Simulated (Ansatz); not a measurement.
Input file:

```yaml
crystal:
  periodic: [false, false, false]
  atoms:
    - {symbol: B, position_ang: [0.000000, 0.000000, -0.127346]}
    - {symbol: O, position_ang: [0.000000, 0.000000, -1.325307]}
    - {symbol: H, position_ang: [0.000000, 0.000000, 1.452654]}
basis:
  gaussian: {orbitals: 6-31G}
magnetization: {spin_polarized: true, initial_magnetization: 0}
correlation: {method: ccsd, electrons: valence}
output: {forces: true}
```

```sh
$ ansatz run in.yaml --threads 1 --pin off --events-out ev --progress --plain --max-ram 2393MiB
```

(1) Roughly how long does this take on 1 thread of Arm Neoverse V1, shared host, and how much host memory?

```
233 factors; integrals over basis functions are off by at most 2.3e-4 eV
mean field evaluation 1: about -2719.0082 eV, gradient 2.9e1 eV
mean field evaluation 2: about -2719.0129 eV, gradient 2.9e1 eV
mean field evaluation 4: about -2722.8545 eV, gradient 1.6e0 eV
mean field evaluation 8: about -2722.8900 eV, gradient 1.5e-4 eV
mean field evaluation 16: about -2722.8434 eV, gradient 1.6e0 eV
mean field -2722.88994958 eV, -100.0643600061 hartree, gradient 1.6e-6 eV, S^2 0.000000; 0 other end points of the search recorded, 0 dependent functions left out
2 core orbitals not correlated: weight in the atoms' cores, before any rotation towards them, 1.000 or more for the frozen orbitals, at most 0.000 for the correlated occupied ones
reference -2722.88994958 eV, -100.0643600061 hartree; 5, 5 occupied and 13, 13 virtual orbitals, 233 factors
second order -5.40024449 eV of doubles, -0.00000000 eV of singles
cycle   1  -5.10875916 eV  change    2.9e-1 eV  update   1.1e-1
cycle   2  -5.42469401 eV  change   -3.2e-1 eV  update   3.9e-2
cycle   3  -5.54110286 eV  change   -1.2e-1 eV  update   2.1e-2
cycle   4  -5.54516607 eV  change   -4.1e-3 eV  update   4.2e-3
cycle   5  -5.54664499 eV  change   -1.5e-3 eV  update   1.7e-3
cycle   6  -5.54788056 eV  change   -1.2e-3 eV  update   6.2e-4
cycle   7  -5.54765426 eV  change    2.3e-4 eV  update   2.0e-4
cycle   8  -5.54769538 eV  change   -4.1e-5 eV  update   5.2e-5
cycle   9  -5.54770077 eV  change   -5.4e-6 eV  update   1.9e-5
cycle  10  -5.54769345 eV  change    7.3e-6 eV  update   6.2e-6
cycle  11  -5.54769383 eV  change   -3.8e-7 eV  update   2.2e-6
cycle  12  -5.54769430 eV  change   -4.7e-7 eV  update   5.2e-7
the calculation of the forces begins
Total energy: -2728.43764389 eV, -100.2682340114 hartree
Atom 0 at     0.000000     0.000000    -0.127346 Å, force    -0.000000    -0.000000     7.132373 eV/Å
Atom 1 at     0.000000     0.000000    -1.325307 Å, force    -0.000000     0.000000    -2.999807 eV/Å
Atom 2 at     0.000000     0.000000     1.452654 Å, force    -0.000000    -0.000000    -4.132566 eV/Å
Dipole moment:     0.000000     0.000000     0.521932 e Å
```

Forces (eV/Å):
```
B    0.000  0.000  7.132
O    0.000  0.000 -3.000
H    0.000  0.000 -4.133
```

## Answers

(1) 0.36 s wall and 0.15 GiB.
